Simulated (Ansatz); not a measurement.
# O₂ (triplet): wave-function methods side by side, 6-31G

Aim: climb from Hartree-Fock through coupled cluster and multireference methods for O₂ (triplet) at one geometry and basis, and see what each rung misses.

The runs use Ansatz 0.2.0, Gaussian basis; 6-31G, core rule «outside noble gas», up to 2 orbitals frozen.

The runs, in order: UHF; CCSD(T) on ROHF; CCSD(T) on UHF; BCCD(T) on ROHF; CISD; CCSDT(Q) on ROHF; CCSDT(Q) on UHF; CISDTQ; CCSDTQ on ROHF; CCSDTQ on UHF; CASSCF and MRCISD+Q, 12 electrons in 8 orbitals; CASSCF and NEVPT2, 12 electrons in 8 orbitals; Full CI.

13 further runs of the same task are left out: 3 that didn't finish, 10 set aside as unsound or not needed.

## (1) The system

The geometry is a PBE0/def2-TZVP stationary point (not a proven minimum) of the parent state, kept for this charge and spin.

2 atoms, charge 0, spin multiplicity 3.

Atoms are counted from 1 here; the program's logs count them from 0.

Bond lengths: O1–O2 1.193 Å.

Geometry (Å):

```
O     0.0000    0.0000    0.0000
O     0.0000    0.0000    1.1930
```

## (2) UHF

File in.yaml:

```yaml
crystal:
  periodic: [false, false, false]
  atoms:
    - {symbol: O, position_ang: [0.000000, 0.000000, 0.000000]}
    - {symbol: O, position_ang: [0.000000, 0.000000, 1.192971]}
basis:
  gaussian: {orbitals: 6-31G}
magnetization: {spin_polarized: true, initial_magnetization: 2}
hamiltonian: {xc: hf}
output: {orbitals: {seedname: orbitals}}
```

Started as:

```console
ansatz run in.yaml --threads 1 --pin off --events-out ev --progress --plain --max-ram 2393MiB
```

After this run come: CCSD(T) on ROHF; CCSD(T) on UHF; BCCD(T) on ROHF; CISD; CCSDT(Q) on ROHF; CCSDT(Q) on UHF; CISDTQ; CCSDTQ on ROHF; CCSDTQ on UHF; CASSCF and MRCISD+Q, 12 electrons in 8 orbitals; CASSCF and NEVPT2, 12 electrons in 8 orbitals; Full CI.

Q: Predict the results of all the runs planned. Wanted: FCI below the RHF energy; RMP2 from FCI; UMP2 from FCI; RCCSD from FCI; RCCSD(T) from FCI; UCCSD(T) from FCI; RCCSDT(Q) from FCI; UCCSDT(Q) from FCI; NEVPT2 valence from FCI.

The runs gave:

| quantity | value |
| --- | --- |
| FCI below the RHF energy | -6.9373 eV |
| RMP2 from FCI | -226.8 meV |
| UMP2 from FCI | +113.4 meV |
| RCCSD from FCI | +231.3 meV |
| RCCSD(T) from FCI | +57.4 meV |
| UCCSD(T) from FCI | +52.4 meV |
| RCCSDT(Q) from FCI | -1.1 meV |
| UCCSDT(Q) from FCI | +0.1 meV |
| NEVPT2 valence from FCI | +778.0 meV |
| MRCISD+Q valence from FCI | +69.7 meV |
| levels within 1 kcal/mol (43 meV) | CISDTQ, RCCSDT(Q), UCCSDT(Q), RCCSDTQ, UCCSDTQ |
| T1 diagnostic | 0.015 |
| effectively unpaired electrons | 2.04 |

RCCSD(T) lands +57.4 meV from the yardstick (0.8 % of the correlation energy). RMP2 falls below full CI, which methods that aren't variational can do. One determinant dominates. Of the multireference levels listed MRCISD+Q valence comes nearest in total energy (+69.7 meV), which doesn't show that its space is the better one. Coupled cluster took another determinant than the lowest Hartree-Fock one. These misses are within one basis, not against nature; the frozen cores of restricted and unrestricted runs differ, which can shift their rows.
